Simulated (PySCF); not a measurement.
PF₃.
Atom-mapped SMILES: `[F:1][P:2]([F:3])[F:4]`

The same species was optimised twice, with GFN2-xTB and with PBE0-D3(BJ)/def2-SVP (PySCF), and the same property calculations (PySCF, gas phase) were run on both structures.

```tsv
coordinate	GFN2-xTB	PBE0-D3(BJ)/def2-SVP	change
P2–F3 (Å)	1.598	1.596	-0.002
F1–P2 (Å)	1.598	1.596	-0.002
P2–F4 (Å)	1.598	1.596	-0.002
F1–P2–F4 (°)	94.0	97.4	+3.4
F3–P2–F4 (°)	93.9	97.3	+3.4
F1–P2–F3 (°)	93.9	97.3	+3.4
```

Rotational constants: A = 7591, B = 7590, C = 4873 MHz (GFN2-xTB) against A = 7523, B = 7506, C = 4631 MHz (PBE0-D3(BJ)/def2-SVP). Point groups within 0.08 Å: C3v and C3v.

On the GFN2-xTB structure: HOMO (eV) -9.72 [PBE0/pcSseg-1]; LUMO (eV) -0.54 [PBE0/pcSseg-1]; dipole (D) 1.78 [PBE0/pcSseg-1]; GIAO shielding of F1/F3/F4 (mean) (ppm) 198.4 [PBE0/pcSseg-1]; GIAO shielding of P2 (ppm) 175.5 [PBE0/pcSseg-1].

Question: What do these properties become on the PBE0-D3(BJ)/def2-SVP structure?

Answer: 
```json
{"property": "HOMO (eV)", "level": "PBE0/pcSseg-1", "on GFN2-xTB": "-9.72", "on PBE0-D3(BJ)/def2-SVP": "-9.42", "change": "+0.30"}
{"property": "LUMO (eV)", "level": "PBE0/pcSseg-1", "on GFN2-xTB": "-0.54", "on PBE0-D3(BJ)/def2-SVP": "-0.23", "change": "+0.31"}
{"property": "dipole (D)", "level": "PBE0/pcSseg-1", "on GFN2-xTB": "1.78", "on PBE0-D3(BJ)/def2-SVP": "1.36", "change": "-0.42"}
{"property": "energy, GFN2-xTB geometry as zero (kcal/mol)", "level": "PBE0/pcSseg-1", "on GFN2-xTB": "0.0", "on PBE0-D3(BJ)/def2-SVP": "-1.3", "change": "-1.3"}
{"property": "GIAO shielding of F1/F3/F4 (mean) (ppm)", "level": "PBE0/pcSseg-1", "on GFN2-xTB": "198.4", "on PBE0-D3(BJ)/def2-SVP": "202.1", "change": "+3.7"}
{"property": "GIAO shielding of P2 (ppm)", "level": "PBE0/pcSseg-1", "on GFN2-xTB": "175.5", "on PBE0-D3(BJ)/def2-SVP": "175.8", "change": "+0.3"}
```

The heavy atoms differ by 0.040 Å rms after alignment. Among all bonds F1–P2, P2–F3 and P2–F4 change most and about equally (-0.002 Å). Changes are differences of the printed values. Neither structure is proved a minimum here.
